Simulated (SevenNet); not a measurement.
Diamond-structure Si

These are the machine-learned potential SevenNet-0 (trained on PBE and PBE+U data) values and carry that method's errors.

Cell (relaxed at this level):

```xyz
2
Lattice="0.0000 2.7316 2.7316 2.7316 0.0000 2.7316 2.7316 2.7316 0.0000" Properties=species:S:1:pos:R:3 pbc="T T T"
Si     2.7316     2.7316     2.7316
Si     4.0974     4.0974     4.0974
```

| Item | Result |
|---|---|
| vacancy formation energy | 2.16 eV |

Measured, for comparison: vacancy formation energy 3.6 eV (not corrected to a static lattice, monovacancy; as tabulated in Garrity and Choudhary (2023), arXiv:2112.11585). Computed (rounded) less measured: vacancy formation energy -1.44 eV.

A machine-learned potential is trained on density-functional data: it inherits that level's misses and adds fitting errors of its own.
